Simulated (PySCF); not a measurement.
Na₂F⁺ at several levels of theory

All levels use the PBE0 minimum (singlet; F–Na 2.012 Å (×2); Na–F–Na 180.0°), basis [F def2-TZVP, Na def2-TZVP], no relativity, density fitting, no spin–orbit coupling, PySCF. For vertical energies the ionised species is a doublet (spins chosen at PBE0 and kept) and the electron-attached one a doublet. Open shells are unrestricted, also as the reference of the correlated levels. A dash marks a value that was not computed or is not defined at that level.

| level | vertical IP (eV) | vertical EA (eV) | −ε(HOMO) (eV) | gap (eV) |
| --- | --- | --- | --- | --- |
| PBE0 | ? | ? | ? | ? |
| HF | 14.51 | 3.22 | 17.99 | 14.78 |
| MP2 | 16.64 | 3.38 | – | – |
| PBE | 16.79 | 3.99 | 10.99 | 5.63 |
| r2SCAN | ? | ? | ? | ? |
| B3LYP | 16.73 | 3.96 | 12.65 | 7.53 |
| TPSSh | 16.47 | 3.74 | 11.79 | 6.83 |

Fill in the row of PBE0.

vertical IP (eV) 16.47, vertical EA (eV) 3.81, −ε(HOMO) (eV) 12.88, gap (eV) 8.18.

Fill in the row of r2SCAN.

vertical IP (eV) 16.51, vertical EA (eV) 3.72, −ε(HOMO) (eV) 11.30, gap (eV) 6.86.
